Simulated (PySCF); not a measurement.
How the method moves the HOMO and LUMO of `C=C(C)[C+](C)C`

Compound: C6H11 (charge +1).
Structure used (PBE0-D3(BJ)/def2-SVP), in Å, numbered top down from 1:
```
atom  x, y, z in Å
C1     1.600   -1.128   -0.091
C2     0.960    0.078   -0.113
C3     1.673    1.323   -0.557
C4    -0.408    0.147    0.318
C5    -1.073    1.456    0.335
C6    -1.215   -1.006    0.737
H7     2.649   -1.204   -0.395
H8     1.121   -2.055    0.230
H9     2.686    1.089   -0.907
H10    1.764    2.049    0.265
H11    1.141    1.821   -1.382
H12   -1.158    1.808   -0.713
H13   -2.073    1.436    0.783
H14   -0.441    2.217    0.825
H15   -1.526   -0.836    1.786
H16   -0.749   -1.991    0.650
H17   -2.164   -0.993    0.172
```

Basis pcSseg-1 throughout (PySCF), one geometry. Geometry: PBE0-D3(BJ)/def2-SVP; no solvent, vibrations or thermal averaging.

Q: How do the orbital energies and the gap change with the method?

A: 
```
   method                    kind  HOMO (eV)  LUMO (eV)  gap (eV)  SCF cycles
    B97-D                     GGA     -12.38      -9.35      3.03          14
      KT2                     GGA     -12.44      -9.39      3.05          15
      KT3                     GGA     -12.49      -9.43      3.06          14
    B97-2           global hybrid     -13.25      -8.63      4.62          13
    B3LYP           global hybrid     -13.28      -8.77      4.52          14
     PBE0           global hybrid     -13.48      -8.59      4.89          14
 mPW1PW91           global hybrid     -13.51      -8.60      4.90          13
BHandHLYP           global hybrid     -14.37      -7.49      6.88          12
CAM-B3LYP  range-separated hybrid     -14.73      -7.47      7.25          12
  wB97X-D  range-separated hybrid     -15.27      -6.83      8.44          13
  LC-wPBE  range-separated hybrid     -16.05      -6.49      9.56          12
```

The HOMO spans 3.67 eV, from B97-D down to LC-wPBE, and the gap runs from 3.03 eV (B97-D) to 9.56 eV (LC-wPBE). Over the methods B97-D (0 %), KT2 (0 %), KT3 (0 %), B97-2 (21 %), B3LYP (20 %), PBE0 (25 %), mPW1PW91 (25 %), BHandHLYP (50 %), a straight line through the gap against the share of exact exchange rises by 0.76 eV for each 10 % (correlation coefficient 1.000).
